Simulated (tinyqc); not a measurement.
Worked calculation (part 1 of 2): coupled-perturbed Hartree-Fock on RHF in the sto-3g basis, for BH3, spin multiplicity 1. Computed by tinyqc, a small Python program that keeps every step (integrals from PySCF). Settings: charge = 0, multiplicity = 1, basis = sto-3g, method = RHF, energy threshold = 1e-10, iteration cap = 71, orthogonalisation = canonical, start = core, DIIS depth = 6. Command: `OMP_NUM_THREADS=1 python tinyqc.py 20138 20139 out.jsonl` (the two numbers bound the seeds that draw the settings). One thread of a shared host (Intel(R) Xeon(R) Processor @ 2.60GHz), about 0.2 s of CPU time with the checks. The early iterations of the SCF are left out here.

## One-electron integrals

Geometry (angstrom):
```
atom          x          y         z
B      0.000000   0.000000  0.044000
H      1.346000   0.000000  0.000000
H     -0.673000   1.166000  0.000000
H     -0.673000  -1.166000  0.000000
```

Basis sto-3g: exponents (1/bohr^2) and contraction coefficients of normalised primitives:
```
element  l (shell)   exponent  coefficient
B            s (1)  48.791113     0.154329
B            s (1)   8.887362     0.535328
B            s (1)   2.405267     0.444635
B            s (2)   2.236956    -0.099967
B            s (2)   0.519821     0.399513
B            s (2)   0.169062     0.700115
B            p (3)   2.236956     0.155916
B            p (3)   0.519821     0.607684
B            p (3)   0.169062     0.391957
H            s (1)   3.425251     0.154329
H            s (1)   0.623914     0.535328
H            s (1)   0.168855     0.444635
```

Overlap, kinetic and nuclear-attraction integrals over the contracted functions; the nuclear repulsion is the sum of Za Zb / Rab.

nuclear repulsion = 6.57409489 hartree

overlap S, order 1B 1s, 1B 2s, 1B 2px, 1B 2py, 1B 2pz, 2H 1s, 3H 1s, 4H 1s:
```
[[1.000000, 0.269328, 0.000000, 0.000000, 0.000000, 0.046624, 0.046595, 0.046595],
 [0.269328, 1.000000, 0.000000, 0.000000, 0.000000, 0.398239, 0.398104, 0.398104],
 [0.000000, 0.000000, 1.000000, 0.000000, 0.000000, 0.431545, -0.215673, -0.215673],
 [0.000000, 0.000000, 0.000000, 1.000000, 0.000000, 0.000000, 0.373663, -0.373663],
 [0.000000, 0.000000, 0.000000, 0.000000, 1.000000, -0.014107, -0.014100, -0.014100],
 [0.046624, 0.398239, 0.431545, 0.000000, -0.014107, 1.000000, 0.067467, 0.067467],
 [0.046595, 0.398104, -0.215673, 0.373663, -0.014100, 0.067467, 1.000000, 0.067407],
 [0.046595, 0.398104, -0.215673, -0.373663, -0.014100, 0.067467, 0.067407, 1.000000]]
```

kinetic energy T (hartree), order 1B 1s, 1B 2s, 1B 2px, 1B 2py, 1B 2pz, 2H 1s, 3H 1s, 4H 1s:
```
[[10.826302, -0.047967, 0.000000, 0.000000, 0.000000, -0.013079, -0.013073, -0.013073],
 [-0.047967, 0.359168, 0.000000, 0.000000, 0.000000, 0.054240, 0.054187, 0.054187],
 [0.000000, 0.000000, 1.123881, 0.000000, 0.000000, 0.158204, -0.079028, -0.079028],
 [0.000000, 0.000000, 0.000000, 1.123881, 0.000000, 0.000000, 0.136919, -0.136919],
 [0.000000, 0.000000, 0.000000, 0.000000, 1.123881, -0.005172, -0.005167, -0.005167],
 [-0.013079, 0.054240, 0.158204, 0.000000, -0.005172, 0.760032, -0.011385, -0.011385],
 [-0.013073, 0.054187, -0.079028, 0.136919, -0.005167, -0.011385, 0.760032, -0.011383],
 [-0.013073, 0.054187, -0.079028, -0.136919, -0.005167, -0.011385, -0.011383, 0.760032]]
```

nuclear attraction V (hartree), order 1B 1s, 1B 2s, 1B 2px, 1B 2py, 1B 2pz, 2H 1s, 3H 1s, 4H 1s:
```
[[-24.326036, -3.456805, -0.000009, 0.000000, 0.001422, -0.600421, -0.600033, -0.600033],
 [-3.456805, -4.927760, -0.000073, 0.000000, 0.013216, -1.654205, -1.653489, -1.653489],
 [-0.000009, -0.000073, -4.944672, 0.000000, 0.000003, -1.683723, 0.841368, 0.841368],
 [0.000000, 0.000000, 0.000000, -4.944671, 0.000000, 0.000000, -1.457730, 1.457730],
 [0.001422, 0.013216, 0.000003, 0.000000, -4.801662, 0.057226, 0.057194, 0.057194],
 [-0.600421, -1.654205, -1.683723, 0.000000, 0.057226, -3.630074, -0.268411, -0.268411],
 [-0.600033, -1.653489, 0.841368, -1.457730, 0.057194, -0.268411, -3.629630, -0.268172],
 [-0.600033, -1.653489, 0.841368, 1.457730, 0.057194, -0.268411, -0.268172, -3.629630]]
```

core Hamiltonian H = T + V (hartree), order 1B 1s, 1B 2s, 1B 2px, 1B 2py, 1B 2pz, 2H 1s, 3H 1s, 4H 1s:
```
[[-13.499734, -3.504772, -0.000009, 0.000000, 0.001422, -0.613500, -0.613107, -0.613107],
 [-3.504772, -4.568592, -0.000073, 0.000000, 0.013216, -1.599965, -1.599302, -1.599302],
 [-0.000009, -0.000073, -3.820792, 0.000000, 0.000003, -1.525519, 0.762340, 0.762340],
 [0.000000, 0.000000, 0.000000, -3.820790, 0.000000, 0.000000, -1.320811, 1.320811],
 [0.001422, 0.013216, 0.000003, 0.000000, -3.677782, 0.052055, 0.052027, 0.052027],
 [-0.613500, -1.599965, -1.525519, 0.000000, 0.052055, -2.870042, -0.279795, -0.279795],
 [-0.613107, -1.599302, 0.762340, -1.320811, 0.052027, -0.279795, -2.869598, -0.279555],
 [-0.613107, -1.599302, 0.762340, 1.320811, 0.052027, -0.279795, -0.279555, -2.869598]]
```

## Two-electron integrals

Functions are numbered as in S; the eight-fold symmetry (ij|kl) = (ji|kl) = (kl|ij) leaves the list below.

Two-electron integrals (ij|kl) in chemists' order, unique and non-zero (hartree):
```
(11|11) 2.923513    (21|11) 0.518376    (21|21) 0.109262    (22|11) 0.744229
(22|21) 0.193177    (22|22) 0.544804    (31|31) 0.020264    (32|31) 0.029996
(32|32) 0.120346    (33|11) 0.742491    (33|21) 0.193240    (33|22) 0.544682
(33|33) 0.586773    (41|41) 0.020264    (42|41) 0.029996    (42|42) 0.120346
(43|43) 0.031630    (44|11) 0.742491    (44|21) 0.193240    (44|22) 0.544682
(44|33) 0.523513    (44|44) 0.586773    (51|51) 0.020264    (52|51) 0.029996
(52|52) 0.120346    (53|53) 0.031630    (54|54) 0.031630    (55|11) 0.742491
(55|21) 0.193240    (55|22) 0.544682    (55|33) 0.523513    (55|44) 0.523513
(55|55) 0.586773    (61|11) 0.089285    (61|21) 0.018764    (61|22) 0.033320
(61|31) 0.001340    (61|32) 0.002484    (61|33) 0.033655    (61|44) 0.033161
(61|51) -0.000044   (61|52) -0.000081   (61|53) -0.000016   (61|55) 0.033162
(61|61) 0.003322    (62|11) 0.225410    (62|21) 0.059477    (62|22) 0.185799
(62|31) 0.006529    (62|32) 0.040580    (62|33) 0.196418    (62|44) 0.180393
(62|51) -0.000213   (62|52) -0.001327   (62|53) -0.000524   (62|55) 0.180410
(62|61) 0.010910    (62|62) 0.089156    (63|11) 0.214876    (63|21) 0.057430
(63|22) 0.189312    (63|31) 0.011220    (63|32) 0.065088    (63|33) 0.209111
(63|44) 0.179302    (63|51) -0.000177   (63|52) -0.001228   (63|53) -0.000730
(63|55) 0.179318    (63|61) 0.011018    (63|62) 0.106206    (63|63) 0.133475
(64|41) 0.005812    (64|42) 0.027515    (64|43) 0.007474    (64|54) -0.000244
(64|64) 0.009531    (65|11) -0.007024   (65|21) -0.001877   (65|22) -0.006189
(65|31) -0.000177   (65|32) -0.001228   (65|33) -0.006347   (65|44) -0.005861
(65|51) 0.005818    (65|52) 0.027555    (65|53) 0.007490    (65|55) -0.006350
(65|61) -0.000360   (65|62) -0.003472   (65|63) -0.004052   (65|65) 0.009663
(66|11) 0.389581    (66|21) 0.104677    (66|22) 0.370672    (66|31) 0.013527
(66|32) 0.112667    (66|33) 0.413600    (66|44) 0.348941    (66|51) -0.000442
(66|52) -0.003683   (66|53) -0.002114   (66|55) 0.349010    (66|61) 0.019522
(66|62) 0.230740    (66|63) 0.298056    (66|65) -0.009743   (66|66) 0.774606
(71|11) 0.089228    (71|21) 0.018752    (71|22) 0.033298    (71|31) -0.000670
(71|32) -0.001241   (71|33) 0.033263    (71|41) 0.001160    (71|42) 0.002150
(71|43) -0.000214   (71|44) 0.033510    (71|51) -0.000044   (71|52) -0.000081
(71|53) 0.000008    (71|54) -0.000014   (71|55) 0.033140    (71|61) 0.003174
(71|62) 0.009974    (71|63) 0.009425    (71|64) 0.000392    (71|65) -0.000330
(71|66) 0.017472    (71|71) 0.003317    (72|11) 0.225310    (72|21) 0.059451
(72|22) 0.185724    (72|31) -0.003262   (72|32) -0.020278   (72|33) 0.184322
(72|41) 0.005652    (72|42) 0.035133    (72|43) -0.006936   (72|44) 0.192335
(72|51) -0.000213   (72|52) -0.001326   (72|53) 0.000262    (72|54) -0.000453
(72|55) 0.180336    (72|61) 0.009976    (72|62) 0.057635    (72|63) 0.055237
(72|64) 0.006847    (72|65) -0.002193   (72|66) 0.112879    (72|71) 0.010898
(72|72) 0.089092    (73|11) -0.107377   (73|21) -0.028699   (73|22) -0.094605
(73|31) 0.007160    (73|32) 0.036887    (73|33) -0.098928   (73|41) -0.002340
(73|42) -0.016262   (73|43) 0.009686    (73|44) -0.095174   (73|51) 0.000088
(73|52) 0.000614    (73|53) -0.000365   (73|54) 0.000210    (73|55) -0.089611
(73|61) -0.004373   (73|62) -0.021686   (73|63) -0.016278   (73|64) -0.001793
(73|65) 0.000815    (73|66) -0.038027   (73|71) -0.005502   (73|72) -0.053057
(73|73) 0.040478    (74|11) 0.186034    (74|21) 0.049721    (74|22) 0.163907
(74|31) -0.002340   (74|32) -0.016262   (74|33) 0.158456    (74|41) 0.009864
(74|42) 0.055676    (74|43) -0.009305   (74|44) 0.177832    (74|51) -0.000153
(74|52) -0.001063   (74|53) 0.000210    (74|54) -0.000608   (74|55) 0.155254
(74|61) 0.008362    (74|62) 0.051267    (74|63) 0.049064    (74|64) 0.011007
(74|65) -0.001913   (74|66) 0.101105    (74|71) 0.009533    (74|72) 0.091924
(74|73) -0.053631   (74|74) 0.102440    (75|11) -0.007020   (75|21) -0.001876
(75|22) -0.006185   (75|31) 0.000088    (75|32) 0.000614    (75|33) -0.005979
(75|41) -0.000153   (75|42) -0.001063   (75|43) 0.000210    (75|44) -0.006222
(75|51) 0.005815    (75|52) 0.027541    (75|53) -0.003742   (75|54) 0.006484
(75|55) -0.006347   (75|61) -0.000330   (75|62) -0.002193   (75|63) -0.002063
(75|64) -0.000250   (75|65) 0.005636    (75|66) -0.004480   (75|71) -0.000360
(75|72) -0.003469   (75|73) 0.002024    (75|74) -0.003506   (75|75) 0.009655
(76|11) 0.036678    (76|21) 0.009686    (76|22) 0.030695    (76|31) 0.000451
(76|32) 0.002854    (76|33) 0.030968    (76|41) 0.000782    (76|42) 0.004944
(76|43) 0.000287    (76|44) 0.031300    (76|51) -0.000059   (76|52) -0.000373
(76|53) -0.000055   (76|54) -0.000095   (76|55) 0.029787    (76|61) 0.001716
(76|62) 0.012462    (76|63) 0.013791    (76|64) 0.001387    (76|65) -0.000529
(76|66) 0.028991    (76|71) 0.001715    (76|72) 0.012458    (76|73) -0.005692
(76|74) 0.012635    (76|75) -0.000529   (76|76) 0.002238    (77|11) 0.389502
(77|21) 0.104656    (77|22) 0.370612    (77|31) -0.006760   (77|32) -0.056309
(77|33) 0.365040    (77|41) 0.011712    (77|42) 0.097558    (77|43) -0.027988
(77|44) 0.397376    (77|51) -0.000442   (77|52) -0.003681   (77|53) 0.001056
(77|54) -0.001830   (77|55) 0.348955    (77|61) 0.017480    (77|62) 0.112909
(77|63) 0.106593    (77|64) 0.017612    (77|65) -0.004481   (77|66) 0.226754
(77|71) 0.019505    (77|72) 0.230646    (77|73) -0.148945   (77|74) 0.258054
(77|75) -0.009738   (77|76) 0.028991    (77|77) 0.774606    (81|11) 0.089228
(81|21) 0.018752    (81|22) 0.033298    (81|31) -0.000670   (81|32) -0.001241
(81|33) 0.033263    (81|41) -0.001160   (81|42) -0.002150   (81|43) 0.000214
(81|44) 0.033510    (81|51) -0.000044   (81|52) -0.000081   (81|53) 0.000008
(81|54) 0.000014    (81|55) 0.033140    (81|61) 0.003174    (81|62) 0.009974
(81|63) 0.009425    (81|64) -0.000392   (81|65) -0.000330   (81|66) 0.017472
(81|71) 0.003172    (81|72) 0.009970    (81|73) -0.005049   (81|74) 0.007964
(81|75) -0.000330   (81|76) 0.001596    (81|77) 0.017468    (81|81) 0.003317
(82|11) 0.225310    (82|21) 0.059451    (82|22) 0.185724    (82|31) -0.003262
(82|32) -0.020278   (82|33) 0.184322    (82|41) -0.005652   (82|42) -0.035133
(82|43) 0.006936    (82|44) 0.192335    (82|51) -0.000213   (82|52) -0.001326
(82|53) 0.000262    (82|54) 0.000453    (82|55) 0.180336    (82|61) 0.009976
(82|62) 0.057635    (82|63) 0.055237    (82|64) -0.006847   (82|65) -0.002193
(82|66) 0.112879    (82|71) 0.009970    (82|72) 0.057608    (82|73) -0.033527
(82|74) 0.044401    (82|75) -0.002192   (82|76) 0.008910    (82|77) 0.112855
(82|81) 0.010898    (82|82) 0.089092    (83|11) -0.107377   (83|21) -0.028699
(83|22) -0.094605   (83|31) 0.007160    (83|32) 0.036887    (83|33) -0.098928
(83|41) 0.002340    (83|42) 0.016262    (83|43) -0.009686   (83|44) -0.095174
(83|51) 0.000088    (83|52) 0.000614    (83|53) -0.000365   (83|54) -0.000210
(83|55) -0.089611   (83|61) -0.004373   (83|62) -0.021686   (83|63) -0.016278
(83|64) 0.001793    (83|65) 0.000815    (83|66) -0.038027   (83|71) -0.005049
(83|72) -0.033527   (83|73) 0.024631    (83|74) -0.025414   (83|75) 0.001247
(83|76) -0.004112   (83|77) -0.068504   (83|81) -0.005502   (83|82) -0.053057
(83|83) 0.040478    (84|11) -0.186034   (84|21) -0.049721   (84|22) -0.163907
(84|31) 0.002340    (84|32) 0.016262    (84|33) -0.158456   (84|41) 0.009864
(84|42) 0.055676    (84|43) -0.009305   (84|44) -0.177832   (84|51) 0.000153
(84|52) 0.001063    (84|53) -0.000210   (84|54) -0.000608   (84|55) -0.155254
(84|61) -0.008362   (84|62) -0.051267   (84|63) -0.049064   (84|64) 0.011007
(84|65) 0.001913    (84|66) -0.101105   (84|71) -0.007964   (84|72) -0.044401
(84|73) 0.025414    (84|74) -0.029925   (84|75) 0.001662    (84|76) -0.007124
(84|77) -0.083485   (84|81) -0.009533   (84|82) -0.091924   (84|83) 0.053631
(84|84) 0.102440    (85|11) -0.007020   (85|21) -0.001876   (85|22) -0.006185
(85|31) 0.000088    (85|32) 0.000614    (85|33) -0.005979   (85|41) 0.000153
(85|42) 0.001063    (85|43) -0.000210   (85|44) -0.006222   (85|51) 0.005815
(85|52) 0.027541    (85|53) -0.003742   (85|54) -0.006484   (85|55) -0.006347
(85|61) -0.000330   (85|62) -0.002193   (85|63) -0.002063   (85|64) 0.000250
(85|65) 0.005636    (85|66) -0.004480   (85|71) -0.000330   (85|72) -0.002192
(85|73) 0.001247    (85|74) -0.001662   (85|75) 0.005632    (85|76) -0.000368
(85|77) -0.004479   (85|81) -0.000360   (85|82) -0.003469   (85|83) 0.002024
(85|84) 0.003506    (85|85) 0.009655    (86|11) 0.036678    (86|21) 0.009686
(86|22) 0.030695    (86|31) 0.000451    (86|32) 0.002854    (86|33) 0.030968
(86|41) -0.000782   (86|42) -0.004944   (86|43) -0.000287   (86|44) 0.031300
(86|51) -0.000059   (86|52) -0.000373   (86|53) -0.000055   (86|54) 0.000095
(86|55) 0.029787    (86|61) 0.001716    (86|62) 0.012462    (86|63) 0.013791
(86|64) -0.001387   (86|65) -0.000529   (86|66) 0.028991    (86|71) 0.001596
(86|72) 0.008910    (86|73) -0.004112   (86|74) 0.007124    (86|75) -0.000368
(86|76) 0.001694    (86|77) 0.017162    (86|81) 0.001715    (86|82) 0.012458
(86|83) -0.005692   (86|84) -0.012635   (86|85) -0.000529   (86|86) 0.002238
(87|11) 0.036647    (87|21) 0.009678    (87|22) 0.030668    (87|31) -0.000901
(87|32) -0.005703   (87|33) 0.031438    (87|44) 0.030776    (87|51) -0.000059
(87|52) -0.000373   (87|53) 0.000110    (87|55) 0.029762    (87|61) 0.001595
(87|62) 0.008906    (87|63) 0.008221    (87|65) -0.000368   (87|66) 0.017150
(87|71) 0.001713    (87|72) 0.012446    (87|73) -0.008085   (87|74) 0.011238
(87|75) -0.000529   (87|76) 0.001693    (87|77) 0.028961    (87|81) 0.001713
(87|82) 0.012446    (87|83) -0.008085   (87|84) -0.011238   (87|85) -0.000529
(87|86) 0.001693    (87|87) 0.002234    (88|11) 0.389502    (88|21) 0.104656
(88|22) 0.370612    (88|31) -0.006760   (88|32) -0.056309   (88|33) 0.365040
(88|41) -0.011712   (88|42) -0.097558   (88|43) 0.027988    (88|44) 0.397376
(88|51) -0.000442   (88|52) -0.003681   (88|53) 0.001056    (88|54) 0.001830
(88|55) 0.348955    (88|61) 0.017480    (88|62) 0.112909    (88|63) 0.106593
(88|64) -0.017612   (88|65) -0.004481   (88|66) 0.226754    (88|71) 0.017468
(88|72) 0.112855    (88|73) -0.068504   (88|74) 0.083485    (88|75) -0.004479
(88|76) 0.017162    (88|77) 0.226706    (88|81) 0.019505    (88|82) 0.230646
(88|83) -0.148945   (88|84) -0.258054   (88|85) -0.009738   (88|86) 0.028991
(88|87) 0.028961    (88|88) 0.774606
```

## Orthogonalisation

S = U s U^T; canonical form X = U s^(-1/2), so that X^T S X = 1. Each column of U has its largest component positive (the first on a tie).

eigenvalues of S: [0.340084, 0.436729, 0.436784, 0.961139, 1.002029, 1.495785, 1.495810, 1.831642]

X, order 1B 1s, 1B 2s, 1B 2px, 1B 2py, 1B 2pz, 2H 1s, 3H 1s, 4H 1s:
```
[[-0.391133, 0.000431, 0.000000, 0.926575, 0.207288, -0.000118, 0.000000, 0.208648],
 [1.279576, -0.001064, 0.000000, -0.025670, 0.025803, -0.000209, 0.000000, 0.491167],
 [0.001130, 1.035335, 0.000000, -0.000016, 0.000001, 0.596300, 0.000000, 0.000195],
 [0.000000, 0.000000, 1.035311, 0.000000, 0.000000, 0.000000, 0.596274, 0.000000],
 [-0.039669, 0.000028, 0.000000, -0.226549, 0.973550, 0.000004, 0.000000, -0.015004],
 [-0.619718, -0.900541, 0.000000, -0.208027, -0.046682, 0.456668, 0.000000, 0.295092],
 [-0.618274, 0.451030, -0.780254, -0.208125, -0.046703, -0.228502, 0.395595, 0.294851],
 [-0.618274, 0.451030, 0.780254, -0.208125, -0.046703, -0.228502, -0.395595, 0.294851]]
```

Within a degenerate level the vectors are fixed only up to a rotation; this is one choice.

## Starting guess

The start is the orbitals of the core Hamiltonian; D = 2 C_occ C_occ^T.

D at the start, order 1B 1s, 1B 2s, 1B 2px, 1B 2py, 1B 2pz, 2H 1s, 3H 1s, 4H 1s:
```
[[2.176355, -0.682585, -0.000027, 0.000000, 0.030609, 0.062061, 0.062046, 0.062046],
 [-0.682585, 2.608439, 0.000151, 0.000000, -0.124013, -0.207608, -0.207556, -0.207556],
 [-0.000027, 0.000151, 2.351897, 0.000000, 0.000005, -0.318496, 0.159174, 0.159174],
 [0.000000, 0.000000, 0.000000, 2.351946, 0.000000, 0.000000, -0.275841, 0.275841],
 [0.030609, -0.124013, 0.000005, 0.000000, 0.005898, 0.009862, 0.009862, 0.009862],
 [0.062061, -0.207608, -0.318496, 0.000000, 0.009862, 0.059682, -0.005007, -0.005007],
 [0.062046, -0.207556, 0.159174, -0.275841, 0.009862, -0.005007, 0.059671, -0.005032],
 [0.062046, -0.207556, 0.159174, 0.275841, 0.009862, -0.005007, -0.005032, 0.059671]]
```
